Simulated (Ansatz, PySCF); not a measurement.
This PySCF input computes a B3LYP/def2-TZVPD energy:

```python
from pyscf import gto, scf, dft

mol = gto.M(
    atom='''
    O     0.05868076    0.71529811   -0.05163121
    O     0.04226471   -0.60960507   -0.00105923
    H    -0.80756382   -0.84554439    0.42152350
    ''',
    basis='def2-tzvpd',
    charge=0,
    spin=1,
    verbose=4,
)

mf = dft.UKS(mol, xc='b3lyp').density_fit(auxbasis='def2-universal-jkfit')
mf.grids.level = 3
mf.conv_tol = 1e-9
mf.max_cycle = 100
mf.max_memory = 1500
mf.kernel()
if not mf.converged:
    mf = mf.newton()
    mf.kernel(mf.make_rdm1())
for _ in range(2):
    mo, _, stable, _ = mf.stability(return_status=True)
    if stable:
        break
    mf.kernel(mf.make_rdm1(mo, mf.mo_occ))
mf.analyze()
```

Task: Write an input for the same energy in Ansatz (a quantum-chemistry and plane-wave program) and say what it gives.

Result: 
Ansatz 0.2 input:
```yaml
crystal:
  periodic: [false, false, false]
  atoms:
    - {symbol: O, position_ang: [0.05868076, 0.71529811, -0.05163121]}
    - {symbol: O, position_ang: [0.04226471, -0.60960507, -0.00105923]}
    - {symbol: H, position_ang: [-0.80756382, -0.84554439, 0.42152350]}
basis:
  gaussian:
    orbitals: def2-TZVPD
hamiltonian:
  xc: {name: B3LYP}
magnetization: {spin_polarized: true, initial_magnetization: 1}
output: {forces: true}
```
It gives -150.97791 Eh, and PySCF -150.97795 Eh, a difference of 0.04 mEh, from the treatment of integrals and grids.

It need not be the lowest isomer of its formula.
